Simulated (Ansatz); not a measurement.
## A ladder of methods for AlH2Cl (SMILES [H][Al]([H])[Cl])

AlH2Cl: 4 atoms, total charge 0, spin state singlet. As SMILES, `[H][Al]([H])[Cl]`. The shape comes from GFN2-xTB, which is rough for such elements, and wasn't checked as a minimum.

```xyz
4

Al    0.0498    0.0829   -0.0022
H     1.5870    0.1095    0.0133
H    -0.6511    1.4514   -0.0195
Cl   -0.9857   -1.6439    0.0084
```

Quantity: the energy change with the Al1–Cl4 bond stretched from 2.014 to 5.034 Å, in eV. The values are calculated.

```json
{"level": "SVWN5/STO-3G (restricted)", "kind": "LDA", "program": "Ansatz", "value (eV)": "6.32", "less FCI/STO-3G": "+0.29"}
{"level": "PBE/STO-3G (restricted)", "kind": "GGA", "program": "Ansatz", "value (eV)": "5.98", "less FCI/STO-3G": "-0.05"}
{"level": "r2SCAN/STO-3G (restricted)", "kind": "meta-GGA", "program": "Ansatz", "value (eV)": "6.28", "less FCI/STO-3G": "+0.25"}
{"level": "r2SCAN0/STO-3G (restricted)", "kind": "hybrid meta-GGA", "program": "Ansatz", "value (eV)": "6.88", "less FCI/STO-3G": "+0.85"}
{"level": "wB97M-V/STO-3G (restricted)", "kind": "range-separated hybrid", "program": "Ansatz", "value (eV)": "7.45", "less FCI/STO-3G": "+1.42"}
{"level": "B2PLYP/STO-3G (restricted)", "kind": "double hybrid", "program": "Ansatz", "value (eV)": "6.19", "less FCI/STO-3G": "+0.16"}
{"level": "MP2/STO-3G (restricted)", "kind": "perturbation theory", "program": "Ansatz", "value (eV)": "7.34", "less FCI/STO-3G": "+1.31"}
{"level": "BCCD(T)/STO-3G (restricted)", "kind": "coupled cluster or CI", "program": "Ansatz", "value (eV)": "6.01", "less FCI/STO-3G": "-0.02"}
{"level": "CCSD(T)/STO-3G (restricted)", "kind": "coupled cluster or CI", "program": "Ansatz", "value (eV)": "3.84", "less FCI/STO-3G": "-2.19"}
{"level": "FCI/STO-3G", "kind": "exact in the basis", "program": "Ansatz", "value (eV)": "6.03", "less FCI/STO-3G": "0.00"}
```

FCI/STO-3G is exact within its basis and frozen core, so for wave-function methods in that basis the difference is their error; functionals converge differently with the basis, so for them it is only a difference. The first shape isn't each level's own minimum. The values span 3.84 to 7.45 eV. All rows use very small basis sets, so even the best lies far from the true value.
